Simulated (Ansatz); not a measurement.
Li₃H₃⁺, that is (LiH)3 ring with one electron fewer, relaxed as a doublet with UKS r2SCAN-D4/def2-TZVP in Ansatz, starting from the r2SCAN-D4/def2-TZVP geometry of the neutral singlet. Force threshold 0.02 eV/Å.

In the doublet geometry the species has come apart into loosely held pieces. In the charge 1 doublet, H2 and H4 lie 0.98 Å apart (atoms count from 1), so these atoms are partly bonded to each other.

Start:

```xyz
6

Li    0.337   -0.865    1.337
H     1.202    0.609    1.182
Li    0.755    1.418   -0.264
H    -0.371    0.952   -1.473
Li   -1.092   -0.553   -1.073
H    -0.831   -1.562    0.290
```

**Question.** Estimate the energy that the relaxation releases and the steps that it takes.

**Answer.** 30.5 kcal/mol, in 24 steps; 20 s on 4 threads of Arm Neoverse V2 on a shared host. The force fell under the threshold at step 11, but the optimiser went on and released 0.165 eV more. No frequencies were taken in this run, so the end may be a saddle point.

**Question.** Does the start keep its bonding and symmetry?

**Answer.** Bonds lost: Li1–H2, H4–Li5 (atoms count from 1). Metal–metal contacts that move far: Li3–Li5 2.82 to 3.89 Å, Li1–Li3 2.82 to 3.89 Å. The end holds 2 separate pieces. Point group D3h at the start, C2v at the end, both within 0.05 Å.

**Question.** Predict the relaxed structure.

**Answer.** 
```
atom   x (Å)   y (Å)   z (Å)
 Li1   0.326  -1.065   1.516
  H2   0.606   0.673   0.239
 Li3   1.058   2.158  -0.534
  H4   0.082   0.725  -0.584
 Li5  -1.294  -0.904  -1.030
  H6  -0.778  -1.587   0.392
```
Bond lengths (bridged metal pairs left out): 4 × H–Li 1.66 to 1.73 Å.
